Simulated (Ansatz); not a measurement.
A structure relaxed at PBE-D4/def2-TZVP in Ansatz, charge 0, singlet:

Cartesian coordinates in Å:
```
B 0.8072 0.2092 0.1022
Cl 1.4505 0.2851 1.7564
H 1.5399 0.4582 -0.8086
H 0.1995 -0.9653 -0.1386
B -0.8711 -0.2197 -0.2189
H -1.2187 -0.2458 -1.3632
H -1.5970 -0.4669 0.6979
H -0.3102 0.9452 -0.0271
```

Give its formula, name or SMILES and point group.

diborane mono Cl (B2H5Cl). Point group Cs (tolerance 0.1 Å).

Summarise the bond lengths by kind (pairs closer than 1.2 times the sum of covalent radii, bridged metal pairs left out).

1 × B–Cl 1.78 Å; 1 × B–B 1.76 Å; 7 × B–H 1.20 to 1.34 Å.
